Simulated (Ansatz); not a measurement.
PBE against other levels and measurement: hcp Hf

Programs: Ansatz (a program for electronic structure).

```json
[
 {"property": "equilibrium lattice constant a (Å)", "PBE": "3.205", "LDA": "3.119", "PBEsol": "3.159", "HSE06": "3.221", "reference": "3.194*", "PBE less reference": "+0.34 %"},
 {"property": "c axis length (Å)", "PBE": "5.068", "LDA": "4.945", "PBEsol": "5.001", "HSE06": "5.071", "reference": "5.051*", "PBE less reference": "+0.34 %"},
 {"property": "bulk modulus B0 (GPa)", "PBE": "107", "LDA": "120", "PBEsol": "113", "HSE06": "–", "reference": "110", "PBE less reference": "-2.7 %"},
 {"property": "cohesive energy (eV/atom)", "PBE": "6.41", "LDA": "7.53", "PBEsol": "7.06", "HSE06": "–", "reference": "6.44", "PBE less reference": "not scored"},
 {"property": "elastic constant C11 (GPa)", "PBE": "180", "LDA": "193", "PBEsol": "190", "HSE06": "–", "reference": "–", "PBE less reference": "–"},
 {"property": "elastic constant C33 (GPa)", "PBE": "197", "LDA": "214", "PBEsol": "208", "HSE06": "–", "reference": "–", "PBE less reference": "–"},
 {"property": "elastic constant C44 (GPa)", "PBE": "53.8", "LDA": "46.5", "PBEsol": "52.4", "HSE06": "–", "reference": "–", "PBE less reference": "–"},
 {"property": "Voigt–Reuss–Hill bulk modulus (GPa)", "PBE": "107", "LDA": "120", "PBEsol": "114", "HSE06": "–", "reference": "–", "PBE less reference": "–"},
 {"property": "Voigt–Reuss–Hill shear modulus (GPa)", "PBE": "56.2", "LDA": "53.2", "PBEsol": "57.1", "HSE06": "–", "reference": "–", "PBE less reference": "–"}
]
```

It does well for the bulk modulus (-2.7 %). In between, or not called against an uncorrected reference: lattice constant a (+0.34 %), lattice parameter c (+0.34 %). Where no measured value is used, PBE differs from PBEsol by -5.3 % in the elastic constant C11; from PBEsol by -5.3 % in the elastic constant C33; from PBEsol by +2.7 % in the elastic constant C44; from PBEsol by -6.1 % in the Voigt–Reuss–Hill bulk modulus; from PBEsol by -1.6 % in the Voigt–Reuss–Hill shear modulus.

A star marks values at room or unstated temperature without corrections; heat and zero-point motion as a rule enlarge cells and lower moduli and gaps.

Called good within 5.0 % for the bulk modulus.

Called well off clearly beyond 10.0 % for the bulk modulus (bounds picked here from the quality of each reference).

Not scored: cohesive energy (spin–orbit coupling left out).

The references are measured values: lattice constant a room temperature, lattice parameter c room temperature, bulk modulus corrected to a static lattice, cohesive energy corrected to a static lattice.

Unless a row names a cell, each level is at its own relaxed cell.

Ansatz's density-functional and Hartree–Fock values are scalar-relativistic unless marked +SOC, with PAW data made under PBE.

References as tabulated in Wikipedia's data pages; doi:10.1021/acs.jctc.3c00612; Jana et al. (2018), arXiv:1807.00350.
